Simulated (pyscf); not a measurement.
Routes from O=Si(Cl)–Cl (SMILES O=[Si](Cl)Cl) + NH₃ (SMILES N)

Candidate steps break at most two bonds and form at most two. Each was searched with GFN2-xTB (tblite) first. Single points on ωB97X-D3(BJ)/def2-SVP structures (PySCF, gas phase). Energies: ωB97M-D3(BJ)/def2-TZVP, kcal/mol, from the separated reactants, singlet surface; ΔG‡ with ideal gas, 1 atm, RRHO with modes under 100 cm⁻¹ raised to 100, one conformer, R ln 2 for chiral ones without a mode under 150 cm⁻¹.

```tsv
products	type	ΔE‡	ΔE	ΔG‡ 298 K	ΔG‡ 900 K	ν‡ (cm⁻¹)
H₂N–Si(OH)(Cl)–Cl	addition across a multiple bond or ene-type step	-23.5	-64.8	-13.2	9.3	1442i
H₂N–Si(=O)–Cl + HCl	four-centre exchange	1.3	-1.4	10.2	31.5	443i
```

Row 1: On the reactant side the descent ends in an adduct with a N–Si contact, 39.1 kcal/mol under the separated species and 14.6 kcal/mol under the saddle at ωB97X-D3(BJ)/def2-TZVP. On the product side the descent ends in a point that may be a rotor saddle (no frequency run), 1.2 kcal/mol over the lowest minimum found and 40.8 kcal/mol under the saddle at ωB97X-D3(BJ)/def2-TZVP. Row 2: On the reactant side the descent ends in an adduct with a N–Si contact, 39.1 kcal/mol under the separated species and 40.7 kcal/mol under the saddle at ωB97X-D3(BJ)/def2-TZVP. 

Plain bond fissions and candidates not yet searched are not listed, and one of them may be faster. Each barrier is that of the saddle found; lower ones may exist.
